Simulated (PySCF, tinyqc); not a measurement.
Inside a calculation. Method: RHF in the sto-6g basis, for HF, spin multiplicity 1. The lowest restricted solution is unstable here: a spin-polarised one lies 0.0493 hartree lower (PySCF). One step of it, computed by the program tinyqc.

Problem. Iteration 2: building the Fock matrix. J_ij = sum D_kl (ij|kl), K_ij = sum D_kl (ik|jl); F = H + J - 0.5 K; E = tr D H + tr D J / 2 - 0.25 tr D K + E_nn.

D after iteration 1:
```
            1F 1s      1F 2s    1F 2px    1F 2py     1F 2pz      2H 1s
1F 1s    2.115182  -0.496456  0.000000  0.000000  -0.003965   0.018831
1F 2s   -0.496456   2.138943  0.000000  0.000000   0.018922  -0.074153
1F 2px   0.000000   0.000000  2.000000  0.000000   0.000000   0.000000
1F 2py   0.000000   0.000000  0.000000  2.000000   0.000000   0.000000
1F 2pz  -0.003965   0.018922  0.000000  0.000000   2.014055  -0.046870
2H 1s    0.018831  -0.074153  0.000000  0.000000  -0.046870   0.003633
```

core Hamiltonian H = T + V (hartree):
```
             1F 1s       1F 2s     1F 2px     1F 2py     1F 2pz      2H 1s
1F 1s   -40.785443   -9.092919   0.000000   0.000000  -0.006223  -0.557248
1F 2s    -9.092919  -10.753812   0.000000   0.000000  -0.073569  -1.424387
1F 2px    0.000000    0.000000  -8.573496   0.000000   0.000000   0.000000
1F 2py    0.000000    0.000000   0.000000  -8.573496   0.000000   0.000000
1F 2pz   -0.006223   -0.073569   0.000000   0.000000  -8.605831  -1.069250
2H 1s    -0.557248   -1.424387   0.000000   0.000000  -1.069250  -3.702635
```

Two-electron integrals (ij|kl) in chemists' order, unique and non-zero (hartree):
```
(11|11) 5.406240   (21|11) 0.768129   (21|21) 0.138909   (22|11) 1.266271
(22|21) 0.283987   (22|22) 0.926367   (31|31) 0.029452   (32|31) 0.044681
(32|32) 0.204753   (33|11) 1.266273   (33|21) 0.283987   (33|22) 0.926366
(33|33) 0.998085   (41|41) 0.029452   (42|41) 0.044681   (42|42) 0.204753
(43|43) 0.053789   (44|11) 1.266273   (44|21) 0.283987   (44|22) 0.926366
(44|33) 0.890506   (44|44) 0.998085   (51|51) 0.029452   (52|51) 0.044681
(52|52) 0.204753   (53|53) 0.053789   (54|54) 0.053789   (55|11) 1.266273
(55|21) 0.283987   (55|22) 0.926366   (55|33) 0.890506   (55|44) 0.890506
(55|55) 0.998085   (61|11) 0.049656   (61|21) 0.008619   (61|22) 0.017276
(61|33) 0.017248   (61|44) 0.017248   (61|51) 0.000374   (61|52) 0.000737
(61|55) 0.017331   (61|61) 0.000544   (62|11) 0.145143   (62|21) 0.033133
(62|22) 0.123076   (62|33) 0.121307   (62|44) 0.121307   (62|51) 0.002403
(62|52) 0.019173   (62|55) 0.126613   (62|61) 0.002062   (62|62) 0.021713
(63|31) 0.003413   (63|32) 0.020423   (63|53) 0.003889   (63|63) 0.002946
(64|41) 0.003413   (64|42) 0.020423   (64|54) 0.003889   (64|64) 0.002946
(65|11) 0.108129   (65|21) 0.024999   (65|22) 0.099090   (65|33) 0.095235
(65|44) 0.095235   (65|51) 0.004896   (65|52) 0.034163   (65|55) 0.106802
(65|61) 0.001612   (65|62) 0.021439   (65|65) 0.023821   (66|11) 0.359012
(66|21) 0.083424   (66|22) 0.356632   (66|33) 0.347672   (66|44) 0.347672
(66|51) 0.005997   (66|52) 0.068614   (66|55) 0.374551   (66|61) 0.005200
(66|62) 0.088674   (66|65) 0.100823   (66|66) 0.774999
```

nuclear repulsion = 3.24648596 hartree

Give: Coulomb J; exchange K; Fock matrix F; total energy of this density.

Solution.

Coulomb J (hartree):
```
          1F 1s   1F 2s  1F 2px  1F 2py  1F 2pz   2H 1s
1F 1s   20.9679  3.7955  0.0000  0.0000  0.0007  0.2369
1F 2s    3.7955  9.9235  0.0000  0.0000  0.0016  1.2735
1F 2px   0.0000  0.0000  9.9236  0.0000  0.0000  0.0000
1F 2py   0.0000  0.0000  0.0000  9.9236  0.0000  0.0000
1F 2pz   0.0007  0.0016  0.0000  0.0000  9.9233  1.0082
2H 1s    0.2369  1.2735  0.0000  0.0000  1.0082  3.5674
```

exchange K (hartree):
```
          1F 1s   1F 2s  1F 2px  1F 2py  1F 2pz   2H 1s
1F 1s   11.1473  1.8023  0.0000  0.0000  0.0002  0.1233
1F 2s    1.8023  3.2060  0.0000  0.0000  0.0044  0.3787
1F 2px   0.0000  0.0000  2.6647  0.0000  0.0000  0.0000
1F 2py   0.0000  0.0000  0.0000  2.6647  0.0000  0.0000
1F 2pz   0.0002  0.0044  0.0000  0.0000  2.6664  0.2490
2H 1s    0.1233  0.3787  0.0000  0.0000  0.2490  0.0865
```

Fock matrix F (hartree):
```
           1F 1s    1F 2s  1F 2px  1F 2py   1F 2pz    2H 1s
1F 1s   -25.3912  -6.1985  0.0000  0.0000  -0.0056  -0.3819
1F 2s    -6.1985  -2.4333  0.0000  0.0000  -0.0741  -0.3403
1F 2px    0.0000   0.0000  0.0177  0.0000   0.0000   0.0000
1F 2py    0.0000   0.0000  0.0000  0.0177   0.0000   0.0000
1F 2pz   -0.0056  -0.0741  0.0000  0.0000  -0.0157  -0.1856
2H 1s    -0.3819  -0.3403  0.0000  0.0000  -0.1856  -0.1785
```

total energy of this density = -98.884529 hartree
